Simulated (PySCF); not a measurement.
**Name the molecule from its bond curve**

A diatomic of charge -1 contains Al. Its singlet curve at PBE in a double-zeta basis (spin-free X2C with a Gaussian nucleus, PySCF), in eV from the separated fragments:

(R (Å), E (eV)): (1.435, -4.600), (1.501, -5.389), (1.568, -5.842), (1.618, -6.022), (1.668, -6.098), (1.718, -6.094), (1.785, -5.995), (1.868, -5.767), (1.968, -5.401), (2.102, -4.837)

The fit gives ωe = 878 cm⁻¹ and the rotational constant Bₑ = 0.5882 cm⁻¹.

Problem. Which atom is the partner?

Solution. The minimum lies at 1.689 Å, so the reduced mass is 16.8576 u Å² cm⁻¹/(Bₑ·Re²) = 10.05 u. With Al at 26.98 u the partner weighs about 16.0 u: O. The molecule is AlO⁻.

The highest Kohn–Sham level is positive in this anion. Much of that is self-interaction error, but it also means that the finite basis helps to hold the extra electron.
